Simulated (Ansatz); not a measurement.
Fluorite CeO2, treated with PBE (PAW; Ansatz, a program for electronic structure).

Run with plane-wave cutoff 520 eV, 12×12×12 k mesh, Fermi–Dirac smearing 0.01 eV, no spin polarisation, scalar-relativistic PAW data made under PBE.

A third-order Birch–Murnaghan fit to the energies gives V0 = 13.595 Å³/atom, B0 = 174 GPa, B′ = 4.5.

| V (Å³/atom) | P (GPa) |
|---|---|
| 12.779 | ? |
| 13.051 | 7.77 |
| 13.323 | 3.68 |
| 13.595 | 0.00 |
| 13.867 | -3.29 |
| 14.138 | -6.24 |
| 14.410 | ? |

Task: Estimate the withheld pressures from this fit; the answers are the runs' own values.

Result: 
- 12.779, P (GPa): 12.34
- 14.410, P (GPa): -8.89

The formula P = (3/2) B0 (x^(7/3) − x^(5/3)) [1 + (3/4)(B′ − 4)(x^(2/3) − 1)] with x = V0/V meets the computed pressures within 0.05 GPa when these rounded values are put in.

Measured, for comparison: bulk modulus 220 ± 9 GPa (room temperature, no zero-point or thermal correction, our sources range from 220 to 230; as tabulated in High Pressure Brillouin Spectroscopy and X-ray Diffraction of Cerium Dioxide …); equilibrium volume per atom 13.06 Å³/atom (0 K, extrapolated to 0 K; as tabulated in Stimac et al. (2024), arXiv:2411.06536). Computed (rounded) less measured: bulk modulus -21 % (-21 % to -24 % over the range), equilibrium volume per atom +4.1 %.

Spin–orbit coupling is not included.
